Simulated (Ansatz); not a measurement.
Density of states of SiO$_{2}$ (Cmce, a = 9.067 Å, b = 10.156 Å, c = 8.957 Å, α = 90.00°, β = 90.00°, γ = 90.00°), in states per eV and primitive cell, averaged over bins of 0.4 eV. The calculation used DFT r2SCAN, scalar-relativistic, plane waves, PAW (Ansatz 0.2.0).

Plane waves to 500 eV, a k mesh through Γ of 4×4×4 on the computed 24-atom cell and Gaussian smearing (0.02 eV); no spin polarisation.

The cell is relaxed at this level. The states (both spins) are summed by tetrahedra on a 6×6×6 mesh at the self-consistent density. Energies are bin centres; the table starts no lower than −8 eV and ends at 6 eV, or lower where the solved bands end.

The gap is 6.12 eV at this level, with the zero inside it.

```csv
E − E_F (eV),total,O 2p,Si 3p,O 2s,Si 3s
-6.35,10.02,8.22,1.06,0.55,0.03
-5.95,20.63,18.03,1.67,0.51,0.02
-5.55,21.04,19.45,0.88,0.25,0.02
-5.15,27.83,25.81,1.19,0.26,0.01
-4.75,20.80,19.49,0.65,0.27,0.01
-4.35,14.93,14.17,0.40,0.10,0.01
-3.95,16.77,16.11,0.34,0.08,0.01
-3.55,18.72,18.24,0.22,0.07,0.01
-3.15,9.25,9.13,0.03,0.02,0.00
-2.75,0.00,0.00,0.00,0.00,0.00
-2.35,0.00,0.00,0.00,0.00,0.00
-1.95,0.00,0.00,0.00,0.00,0.00
-1.55,0.00,0.00,0.00,0.00,0.00
-1.15,0.00,0.00,0.00,0.00,0.00
-0.75,0.00,0.00,0.00,0.00,0.00
-0.35,0.00,0.00,0.00,0.00,0.00
0.05,0.00,0.00,0.00,0.00,0.00
0.45,0.00,0.00,0.00,0.00,0.00
0.85,0.00,0.00,0.00,0.00,0.00
1.25,0.00,0.00,0.00,0.00,0.00
1.65,0.00,0.00,0.00,0.00,0.00
2.05,0.00,0.00,0.00,0.00,0.00
2.45,0.00,0.00,0.00,0.00,0.00
2.85,0.00,0.00,0.00,0.00,0.00
3.25,0.44,0.01,0.04,0.06,0.16
3.65,1.15,0.03,0.21,0.16,0.34
4.05,1.77,0.07,0.46,0.24,0.43
4.45,2.54,0.12,0.78,0.34,0.51
4.85,2.99,0.16,1.03,0.39,0.49
5.25,3.59,0.22,1.38,0.40,0.39
5.65,5.57,0.35,2.11,0.56,0.50
```

The columns after the total are the Löwdin projections on the occupied valence shells of the potentials. The rest of the total lies in shells that are empty in the free atom, which aren't projected, and between the atoms.

This form isn't the usual stable structure of the compound.

Cost: 1 run of about 7.3 core-minutes, on Oxide Virtual Turin-like Processor (Zen 5) (shared hosts).